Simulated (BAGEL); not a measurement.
**P2H4 (diphosphine): HF/STO-3G (density fitting with qzvpp-jkfit)**

What is the energy change on altering one bond length of P2H4 (diphosphine) at HF/STO-3G (density fitting with qzvpp-jkfit)? 

Program for the calculation: BAGEL 1.2.2.

12 further runs of the same task are left out: 12 set aside as unsound or not needed.

**1. The molecule**

P2H4: 6 atoms, total charge 0, spin state singlet. As SMILES, `PP`. Geometry: relaxed at PBE0-D4/def2-TZVP. This is one conformer, not always the lowest.

Bond lengths: P1–P2 2.227 Å, P1–H3 1.422 Å, P1–H4 1.422 Å, P2–H5 1.422 Å, P2–H6 1.422 Å. Angles: P1–P2–H5 93.6°, P1–P2–H6 93.6°, P2–P1–H3 93.6°, P2–P1–H4 93.6°, H5–P2–H6 92.0°, H3–P1–H4 92.0°.

**2. A single-point energy at HF/STO-3G (density fitting with qzvpp-jkfit)**

Input file input.json:

```json
{ "bagel": [

{
  "title": "molecule",
  "basis": "sto-3g",
  "df_basis": "qzvpp-jkfit",
  "angstrom": true,
  "geometry": [
    { "atom": "P", "xyz": [       0.365100,      -1.048800,      -0.082300 ] },
    { "atom": "P", "xyz": [      -0.365200,       1.049100,       0.078100 ] },
    { "atom": "H", "xyz": [      -0.497000,      -1.521600,       0.945000 ] },
    { "atom": "H", "xyz": [      -0.572100,      -1.392900,      -1.094900 ] },
    { "atom": "H", "xyz": [       0.502800,       1.524600,      -0.942900 ] },
    { "atom": "H", "xyz": [       0.566400,       1.389600,       1.097000 ] }
  ]
},

{
  "title": "hf"
},

{
  "title": "print",
  "file": "orbitals.molden",
  "orbitals": true
}

]}
```

The run is started by

```bash
$ BAGEL_NUM_THREADS=1 BAGEL input.json > input.out
```

The log of the run:

```text
* using 1 threads per process

  ===============================================================
  ===============================================================

  *** Geometry ***

  { "atom" : "P", "xyz" : [      0.689939,     -1.981945,     -0.155524 ] },
  { "atom" : "P", "xyz" : [     -0.690128,      1.982512,      0.147588 ] },
  { "atom" : "H", "xyz" : [     -0.939194,     -2.875407,      1.785791 ] },
  { "atom" : "H", "xyz" : [     -1.081112,     -2.632200,     -2.069061 ] },
  { "atom" : "H", "xyz" : [      0.950154,      2.881076,     -1.781823 ] },
  { "atom" : "H", "xyz" : [      1.070341,      2.625963,      2.073030 ] },

  Number of auxiliary basis functions:      328

  Since a DF basis is specified, we compute 2- and 3-index integrals:
    o Being stored without compression. Storage requirement is 0.001 GB

  Number of basis functions:       22
  Number of electrons      :       34

    * METHOD: MOLECULE                             0.04

  *** RHF ***

  === Nuclear Repulsion ===
    88.6190539331

      * DIIS with orbital gradients will be used.

  === RHF iteration (sto-3g) ===
      0       -676.13337295          0.00313879           0.00
      1       -676.13630048          0.00079483           0.00
      2       -676.13661337          0.00015024           0.00
      3       -676.13662666          0.00001852           0.00
      4       -676.13662684          0.00000286           0.00
      5       -676.13662684          0.00000063           0.00
      6       -676.13662684          0.00000002           0.00
      7       -676.13662684          0.00000000           0.00
    * SCF iteration converged.

    * Permanent dipole moment:
           (   -0.000072,     0.000016,    -0.000737) a.u.

    * METHOD: HF                                   0.06

    * METHOD: PRINT                                0.00

  ===============================================================
```

Run time: 0.4 s. Hardware: 1 thread of Intel Xeon 6975P-C (Granite Rapids), shared host; peak memory 0.078 GiB.

**3. The distorted shape at the same level**

Input file input.json:

```json
{ "bagel" : [

{
  "title" : "molecule",
  "basis" : "sto-3g",
  "df_basis" : "qzvpp-jkfit",
  "angstrom" : "true",
  "geometry" : [
    { "atom" : "P", "xyz" : [    0.505674,   -0.997187,    0.069583 ] },
    { "atom" : "P", "xyz" : [   -0.224626,    1.100713,    0.229983 ] },
    { "atom" : "H", "xyz" : [   -0.356426,   -1.469987,    1.096883 ] },
    { "atom" : "H", "xyz" : [   -0.572100,   -1.392900,   -1.094900 ] },
    { "atom" : "H", "xyz" : [    0.643374,    1.576213,   -0.791017 ] },
    { "atom" : "H", "xyz" : [    0.706974,    1.441213,    1.248883 ] }
  ]
},
{
  "title" : "hf"
},
{
  "title" : "print",
  "file" : "orbitals.molden",
  "orbitals" : "true"
}

]}
```

The run is started by

```bash
$ BAGEL_NUM_THREADS=1 BAGEL input.json > input.out
```

The log of the run:

```text
* using 1 threads per process

  ===============================================================
  ===============================================================

  *** Geometry ***

  { "atom" : "P", "xyz" : [      0.955585,     -1.884410,      0.131493 ] },
  { "atom" : "P", "xyz" : [     -0.424482,      2.080046,      0.434605 ] },
  { "atom" : "H", "xyz" : [     -0.673548,     -2.777873,      2.072808 ] },
  { "atom" : "H", "xyz" : [     -1.081112,     -2.632200,     -2.069061 ] },
  { "atom" : "H", "xyz" : [      1.215801,      2.978611,     -1.494805 ] },
  { "atom" : "H", "xyz" : [      1.335987,      2.723498,      2.360047 ] },

  Number of auxiliary basis functions:      328

  Since a DF basis is specified, we compute 2- and 3-index integrals:
    o Being stored without compression. Storage requirement is 0.001 GB

  Number of basis functions:       22
  Number of electrons      :       34

    * METHOD: MOLECULE                             0.05

  *** RHF ***

  === Nuclear Repulsion ===
    87.7288254208

      * DIIS with orbital gradients will be used.

  === RHF iteration (sto-3g) ===
      0       -676.10518610          0.00324333           0.00
      1       -676.10857109          0.00090268           0.00
      2       -676.10894683          0.00024747           0.00
      3       -676.10897559          0.00005789           0.00
      4       -676.10897727          0.00000771           0.00
      5       -676.10897730          0.00000155           0.00
      6       -676.10897730          0.00000025           0.00
      7       -676.10897730          0.00000003           0.00
      8       -676.10897730          0.00000001           0.00
    * SCF iteration converged.

    * Permanent dipole moment:
           (   -0.058053,    -0.030004,    -0.077064) a.u.

    * METHOD: HF                                   0.06

    * METHOD: PRINT                                0.00

  ===============================================================
```

It took 0.42 s on 1 thread of Intel Xeon 6975P-C (Granite Rapids), shared host; peak memory 0.078 GiB.

**4. Outcome**

Level: HF/STO-3G (density fitting with qzvpp-jkfit).

```
                                                         quantity          value
                                        first shape: total energy  -676.13663 Eh
                                       first shape: dipole moment         0.00 D
                                         first shape: HOMO energy       -6.51 eV
                                         first shape: LUMO energy        9.63 eV
                                       first shape: HOMO–LUMO gap       16.15 eV
                                    distorted shape: total energy  -676.10898 Eh
                                   distorted shape: dipole moment         0.26 D
                                     distorted shape: HOMO energy       -6.53 eV
                                     distorted shape: LUMO energy        9.55 eV
                                   distorted shape: HOMO–LUMO gap       16.07 eV
energy change with the P1–H4 bond stretched from 1.422 to 1.635 Å       0.752 eV
```

**Reading.** With the P1–H4 bond stretched from 1.422 to 1.635 Å the energy rises by 0.75 eV (72.6 kJ/mol). The first shape isn't relaxed at this level, so the change isn't measured from a minimum. The minimal basis adds a large error of its own.
